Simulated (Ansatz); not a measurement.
AlFH₂ (`[F][AlH2]`), one more setting.

```yaml
crystal:
  periodic: [false, false, false]
  atoms:
    - {symbol: F, position_ang: [-0.412338, 0.155012, 1.772209]}
    - {symbol: Al, position_ang: [-0.116393, 0.121432, -0.294956]}
    - {symbol: H, position_ang: [-0.182572, -1.285169, -0.824281]}
    - {symbol: H, position_ang: [0.865301, 1.128731, -0.713608]}
basis:
  gaussian: {orbitals: def2-TZVPD}
hamiltonian: {xc: {name: PBE}, dispersion: d3bjatm}
output: {forces: true}
```

```sh
$ ansatz run in.yaml --threads 4 --pin off --events-out ev --progress --plain --max-ram 10444MiB
```

Output, abridged:

```
Functional definition: PBE
563 factors; their error is unknown
mean field evaluation 1: about -9337.4248 eV, gradient 4.6e1 eV
mean field evaluation 2: about -9228.1258 eV, gradient 2.1e2 eV
mean field evaluation 4: about -9341.1536 eV, gradient 8.4e0 eV
mean field evaluation 8: about -9341.3178 eV, gradient 1.3e-1 eV
mean field evaluation 16: about -9341.3154 eV, gradient 4.5e-5 eV
mean field -9341.31542620 eV, -343.2870101417 hartree, gradient 4.5e-5 eV, S^2 0.000000; 0 other end points of the search recorded, 0 dependent functions left out
reference -9341.31547022 eV, -343.2870117595 hartree; 12, 12 occupied and 89, 89 virtual orbitals, 563 factors
Total energy: -9341.34622378 eV, -343.2881419320 hartree
Atom 0 at    -0.412338     0.155012     1.772209 Å, force     0.256202     0.072207    -3.776849 eV/Å
Atom 1 at    -0.116393     0.121432    -0.294956 Å, force    -0.531132    -0.700601     5.052804 eV/Å
Atom 2 at    -0.182572    -1.285169    -0.824281 Å, force    -0.584238    -1.050043    -0.585977 eV/Å
Atom 3 at     0.865301     1.128731    -0.713608 Å, force     0.859168     1.678437    -0.689978 eV/Å
Dipole moment:    -0.107270     0.097086    -0.818271 e Å
```

Run time 0.5 s (4 threads of an Arm Neoverse V1 on a shared host); peak host memory 0.23 GiB.
